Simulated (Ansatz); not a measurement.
Input file:

```yaml
crystal:
  periodic: [false, false, false]
  atoms:
    - {symbol: C, position_ang: [0.000000, 0.000000, -0.921085]}
    - {symbol: P, position_ang: [0.000000, 0.000000, -1.221085]}
    - {symbol: H, position_ang: [0.000000, 0.000000, 1.086059]}
basis:
  gaussian: {orbitals: 6-31G}
magnetization: {spin_polarized: false}
correlation: {method: ccsd_t, electrons: valence, diis_vectors: 2}
scf: {lower_state_search: off}
```

```sh
$ ansatz run in.yaml --threads 1 --pin off --events-out ev --progress --plain --max-ram 2393MiB
```

Problem. One thing in this input was set wrong on purpose, beside settings that are merely unusual. What is the gravest fault, and what does the program do?

Solution. Atoms on top of each other. How the run ends: converged.
```
these checks for a lower state are left out or cut short: stability, starts, cluster_reference, orbital_swaps, neighbouring_geometries, increment
305 factors; integrals over basis functions are off by at most 7.4e-5 eV
mean field evaluation 1: about -9210.8093 eV, gradient 4.0e1 eV
mean field evaluation 2: about -9211.1020 eV, gradient 3.9e1 eV
mean field evaluation 4: about -9214.2290 eV, gradient 1.9e0 eV
mean field evaluation 8: about -9214.2398 eV, gradient 3.2e-5 eV
a density is far from that of the atoms, so the factors are made again for it
326 factors; integrals over basis functions are off by at most 1.6e-5 eV
mean field evaluation 16: about -9211.1027 eV, gradient 3.9e1 eV
mean field -9214.24038284 eV, -338.6170884329 hartree, gradient 2.1e-6 eV, S^2 0.000000; 1 other end points of the search recorded, 0 dependent functions left out
6 core orbitals not correlated: weight in the atoms' cores, before any rotation towards them, 0.929 or more for the frozen orbitals, at most 0.028 for the correlated occupied ones
reference -9214.24038284 eV, -338.6170884329 hartree; 5, 5 occupied and 13, 13 virtual orbitals, 326 factors
second order -1.81374975 eV of doubles, -0.00000000 eV of singles
cycle   1  -2.13416967 eV  change   -3.2e-1 eV  update   5.0e-2
cycle   2  -2.27866755 eV  change   -1.4e-1 eV  update   2.3e-2
cycle   3  -2.28965106 eV  change   -1.1e-2 eV  update   9.4e-3
cycle   4  -2.29114292 eV  change   -1.5e-3 eV  update   4.5e-3
cycle   5  -2.29004276 eV  change    1.1e-3 eV  update   2.0e-3
cycle   6  -2.28866042 eV  change    1.4e-3 eV  update   5.0e-4
cycle   7  -2.28787418 eV  change    7.9e-4 eV  update   2.1e-4
cycle   8  -2.28774400 eV  change    1.3e-4 eV  update   7.8e-5
cycle   9  -2.28769647 eV  change    4.8e-5 eV  update   4.1e-5
cycle  10  -2.28765924 eV  change    3.7e-5 eV  update   2.5e-5
cycle  11  -2.28765667 eV  change    2.6e-6 eV  update   1.1e-5
perturbative correction -0.03374629 eV, -0.0012401532 hartree
Total energy: -9216.56178579 eV, -338.7023984180 hartree
Checks for a lower state left out: stability, starts, cluster_reference, orbital_swaps, neighbouring_geometries, increment
```
